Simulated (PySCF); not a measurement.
Nuclear quadrupole coupling in `CCS(C)(=O)=O`

Compound: C₃H₈O₂S.
Cartesian coordinates in Å at the PBE0-D3(BJ)/def2-SVP level; atoms count from 1:
```xyz
14
C3H8O2S angstrom
C     -2.045   -0.154    0.071
C     -0.613   -0.616    0.258
S      0.495    0.697   -0.274
C      2.131    0.028   -0.031
O      0.305    0.884   -1.711
O      0.332    1.820    0.648
H     -2.238    0.076   -0.987
H     -2.235    0.752    0.663
H     -2.744   -0.939    0.393
H     -0.373   -1.498   -0.356
H     -0.371   -0.825    1.311
H      2.288   -0.189    1.033
H      2.261   -0.864   -0.657
H      2.810    0.825   -0.361
```

Field gradients from the PBE0/pcSseg-1 density (PySCF, non-relativistic), principal values in atomic units, ordered |Vxx| ≤ |Vyy| ≤ |Vzz|:

```json
{"atom": "S3", "Vxx": "-0.0672", "Vyy": "-0.0688", "Vzz": "0.1360"}
{"atom": "O5", "Vxx": "-0.6828", "Vyy": "-0.7925", "Vzz": "1.4753"}
{"atom": "O6", "Vxx": "-0.6855", "Vyy": "-0.7907", "Vzz": "1.4762"}
```

Task: Find the asymmetry η = (Vxx − Vyy)/Vzz and the couplings χ = eQV/h (234.96 MHz × Q in barn × V in au), with Q(33S) = −0.0678 b, Q(17O) = −0.0256 b.

Result: 
| atom | environment | nucleus | η | χzz (MHz) | χxx (MHz) | χyy (MHz) |
| --- | --- | --- | --- | --- | --- | --- |
| S3 | sulfonyl sulfur | 33S | 0.01 | -2.167 | 1.070 | 1.097 |
| O5 | sulfonyl oxygen | 17O | 0.07 | -8.87 | 4.11 | 4.77 |
| O6 | sulfonyl oxygen | 17O | 0.07 | -8.88 | 4.12 | 4.76 |

The gradient is axial or nearly so (η below 0.05) at S3. The tensor is traceless: Vxx + Vyy + Vzz = 0.

Task: What is Vzz at O5 in SI units (1 au = 9.71736 × 10²¹ V/m²)?

Result: 1.4753 au = 14.336 × 10²¹ V/m².

Task: What couplings would deuterons (Q(2H) = 0.00286 b) have in place of the hydrogens, at this geometry?

Result: 
```tsv
atom	bonded to	bond length (Å)	Vzz (au)	η	χzz (kHz)
H7	C1	1.099	0.2872	0.04	193
H8	C1	1.099	0.2872	0.04	193
H9	C1	1.099	0.2942	0.04	198
H10	C2	1.101	0.2837	0.05	191
H11	C2	1.100	0.2838	0.05	191
H12	C4	1.097	0.2918	0.04	196
H13	C4	1.097	0.2916	0.04	196
H14	C4	1.098	0.2889	0.05	194
```

The structure is a single PBE0-D3(BJ)/def2-SVP conformer in the gas phase; no vibrational or solvent corrections. With so small a basis the couplings can be 20 % off.
